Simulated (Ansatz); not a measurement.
Basis sets compared for the cluster Li2O. Charge 0, multiplicity 1. Geometry r2SCAN-D4/def2-TZVP. Ansatz on 4 threads of Arm Neoverse V2 on a shared host; times are rough, and most runs start from earlier orbitals.

```tsv
atom	x (Å)	y (Å)	z (Å)
Li1	-1.447	0.304	0.652
Li2	1.447	-0.306	-0.651
O3	0.000	0.002	-0.001
```

B3LYP takes the VWN-RPA correlation. The structure comes from a short search, and lower isomers may exist.

Binding counts from free atoms (Li doublet, O triplet) in the same basis, without a counterpoise term.

```tsv
level	functions	energy (Eh)	HOMO (eV)	LUMO (eV)	binding per atom (eV)	wall time
PBE-D4/def2-SVP	32	-90.1076	-2.97	-1.00	2.59	0.2 s
PBE-D4/def2-TZVP	59	-90.2112	-3.11	-1.01	2.52	0.2 s
r2SCAN-D4/def2-TZVP	59	-90.2826	-3.15	-0.47	2.40	0.5 s
B3LYP-D4/6-31G	27	-90.3030	-4.17	-0.82	2.38	0.2 s
B3LYP-D4/def2-TZVP	59	-90.3531	-4.14	-0.73	2.46	0.25 s
PBE0-D4/def2-SVP	32	-90.1054	-4.11	-0.48	2.37	0.2 s
PBE0-D4/def2-TZVP	59	-90.2084	-4.25	-0.47	2.32	0.25 s
```

Q: Estimate the rows for PBE-D4/def2-TZVPD, r2SCAN-D4/def2-TZVPD, PBE0-D4/def2-TZVPD.

A: 
```json
{"level": "PBE-D4/def2-TZVPD", "functions": "74", "energy (Eh)": "-90.2124", "HOMO (eV)": "-3.14", "LUMO (eV)": "-1.01", "binding per atom (eV)": "2.52", "wall time": "0.25 s"}
{"level": "r2SCAN-D4/def2-TZVPD", "functions": "74", "energy (Eh)": "-90.2838", "HOMO (eV)": "-3.19", "LUMO (eV)": "-0.46", "binding per atom (eV)": "2.41", "wall time": "0.6 s"}
{"level": "PBE0-D4/def2-TZVPD", "functions": "74", "energy (Eh)": "-90.2096", "HOMO (eV)": "-4.28", "LUMO (eV)": "-0.49", "binding per atom (eV)": "2.32", "wall time": "0.3 s"}
```
